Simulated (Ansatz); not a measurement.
in.yaml

```yaml
crystal:
  periodic: [false, false, false]
  atoms:
    - {symbol: Ge, position_ang: [0.000000, -0.153216, 1.323318]}
    - {symbol: P, position_ang: [0.000000, 0.855685, -0.731683]}
    - {symbol: P, position_ang: [0.000000, -0.512012, -2.264712]}
    - {symbol: H, position_ang: [0.000000, 0.480978, -3.290095]}
basis:
  gaussian: {orbitals: cc-pVDZ}
magnetization: {spin_polarized: false, initial_magnetization: 3}
correlation: {method: mp2, electrons: valence}
accuracy: high
```

```sh
$ ansatz run in.yaml --threads 1 --pin off --events-out ev --progress --plain --max-ram 2393MiB
```

Output:

```
1411 factors; integrals over basis functions are off by at most 4.4e-9 eV
mean field evaluation 1: about -75029.2680 eV, gradient 8.8e0 eV
mean field evaluation 2: about -75029.3075 eV, gradient 8.8e0 eV
mean field evaluation 4: about -75030.1400 eV, gradient 3.0e0 eV
mean field evaluation 8: about -75030.2518 eV, gradient 5.3e-1 eV
mean field evaluation 16: about -75030.3001 eV, gradient 2.1e-5 eV
mean field evaluation 32: about -75029.8871 eV, gradient 4.4e-5 eV
mean field evaluation 64: about -75029.0205 eV, gradient 5.2e0 eV
mean field evaluation 96: about -75030.2597 eV, gradient 4.6e-1 eV
mean field evaluation 128: about -75029.5390 eV, gradient 6.7e0 eV
mean field evaluation 160: about -75029.8821 eV, gradient 3.9e-1 eV
mean field evaluation 192: about -75029.3537 eV, gradient 1.1e0 eV
mean field evaluation 224: about -75030.3001 eV, gradient 1.8e-4 eV
mean field -75030.30008755 eV, -2757.3126708533 hartree, gradient 1.6e-8 eV, S^2 3.750000; 21 other end points of the search recorded, 0 dependent functions left out
mean field evaluation 256: about -75030.7093 eV, gradient 2.0e-3 eV
mean field evaluation 288: about -75029.8965 eV, gradient 2.8e0 eV
mean field evaluation 320: about -75030.7040 eV, gradient 2.1e-1 eV
19 core orbitals not correlated: weight in the atoms' cores, before any rotation towards them, 1.000 or more for the frozen orbitals, at most 0.000 for the correlated occupied ones
reference -75030.30008755 eV, -2757.3126708533 hartree; 14, 11 occupied and 35, 38 virtual orbitals, 1411 factors
second order -7.90981694 eV of doubles, -0.17317233 eV of singles
Total energy: -75038.38307683 eV, -2757.6097152305 hartree
```

Ran on 1 thread of Arm Neoverse V1, shared host: 34 s wall, 0.31 GiB peak host memory.
